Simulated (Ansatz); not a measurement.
We consider diamond-structure Si, described by PBE (plane waves, PAW; Ansatz, a program for electronic structure).

Settings: plane-wave cutoff 520 eV, 12×12×12 k mesh, scalar-relativistic PAW data made under PBE.

Cell (relaxed at this level):

Si is modelled in the cubic space group Fd-3m, origin choice 1 (No. 227), the diamond structure, Pearson symbol cF8. Cell: a = 5.4702 Å, b = 5.4702 Å, c = 5.4702 Å, α = 90.00°, β = 90.00°, γ = 90.00°. Si on 8a is surrounded by 4 Si at 2.369 Å (tetrahedral). (Neighbours: up to the widest gap in distance over summed covalent radii, below 1.35, at either atom.)
(The calculation used a cell of 2 atoms; values per cell refer to that cell.)

Q: What does this level give for the polycrystal shear modulus (Hill average), Poisson ratio, elastic constant C44, Voigt–Reuss–Hill bulk modulus, elastic constant C11 and elastic constant C12?

A: 
* **polycrystal shear modulus (Hill average)**: 62.3 GPa
* **Poisson ratio**: 0.216
* **elastic constant C44**: 74.2 GPa
* **Voigt–Reuss–Hill bulk modulus**: 88.8 GPa
* **elastic constant C11**: 153 GPa
* **elastic constant C12**: 56.7 GPa

Measured, for comparison: elastic constant C44 80.2 GPa, elastic constant C11 168 GPa, elastic constant C12 64.9 GPa (low temperature, zero-point motion not removed; as tabulated in Tanner et al. (2021), arXiv:2110.11888). Computed (rounded) less measured: elastic constant C44 -7 %, elastic constant C11 -9 %, elastic constant C12 -13 %.

Elastic constants are with the ions relaxed.

The computed numbers hold no vibrational or temperature effects.

The result took around 70 core-seconds (rough).
